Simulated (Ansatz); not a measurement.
# SiO2 (triplet): wave-function methods side by side, cc-pVDZ

An exercise on one series of results from a longer session: the logs are not shown, and one member is left open.

Computed with Ansatz 0.2.0, Gaussian basis. Level: cc-pVDZ, core rule «outside noble gas», up to 7 orbitals frozen.

To be run: UHF; CCSD(T) on ROHF; CCSD(T) on UHF; BCCD(T) on ROHF; CISD as a restricted active space (open shells left free, so some higher excitations enter); CCSDT(Q) on ROHF; CCSDT(Q) on UHF.

35 further runs of the same task are left out: 12 for a known fault of the program, 7 that didn't finish, 16 set aside as unsound or not needed. Runs told in other sessions of the task aren't counted.

## What is computed

The geometry is a PBE0/def2-TZVP stationary point (not a proven minimum).

3 atoms, charge 0, spin multiplicity 3.

Atoms are counted from 1 here; the program's logs count them from 0.

Bond lengths: O1–O2 1.343 Å, O2–Si3 1.710 Å. Angles: O1–O2–Si3 113.5°.

The first run:

in.yaml

```yaml
crystal:
  periodic: [false, false, false]
  atoms:
    - {symbol: O, position_ang: [0.000000, -0.345870, 1.455845]}
    - {symbol: O, position_ang: [0.000000, 0.564635, 0.468388]}
    - {symbol: Si, position_ang: [0.000000, -0.124623, -1.096174]}
basis:
  gaussian: {orbitals: cc-pVDZ}
magnetization: {spin_polarized: true, initial_magnetization: 2}
hamiltonian: {xc: hf}
output: {orbitals: {seedname: orbitals}}
```

Started as:

```bash
ansatz run in.yaml --threads 1 --pin off --events-out ev --progress --plain --max-ram 2393MiB
```

Among the steps run: UHF; CCSD(T) on ROHF; CCSD(T) on UHF; BCCD(T) on ROHF; CISD as a restricted active space (open shells left free, so some higher excitations enter); CCSDT(Q) on ROHF; CCSDT(Q) on UHF.

One of the session's tables, all rows but one given; the rest of the session is left out.

It belongs to the step «Misses and costs». 

| method | from UCCSDT(Q) (meV) |
| --- | --- |
| ROHF | +12122.3 |
| UHF | +11841.2 |
| RMP2 | +1200.3 |
| UMP2 | +1239.1 |
| CISD | +1660.1 |
| RCCSD | +422.5 |
| UCCSD | +415.2 |
| RCCSD(T) | +77.6 |
| UCCSD(T) | ? |
| BCCD(T) | +74.4 |
| RCCSDT | +47.1 |
| UCCSDT | +46.0 |
| RCCSDT(Q) | +5.1 |
| UCCSDT(Q) | 0 |

**Question.** Estimate the row for UCCSD(T).

**Answer.** from UCCSDT(Q) (meV): +77.9. In the column «from UCCSDT(Q) (meV)» it lies between RCCSD(T) (+77.6) and UCCSD (+415.2).

With the free atoms at the same levels and basis (separate runs), the atomisation energy is 5.593 eV at UCCSDT(Q), 5.541 eV at RCCSD(T), 5.536 eV at UCCSD(T), 2.024 eV at ROHF.

Limits of these values: Restricted and unrestricted rows rest on different reference determinants; a gap between their highest levels can come from leftover correlation error, from unlike frozen cores or from another state.
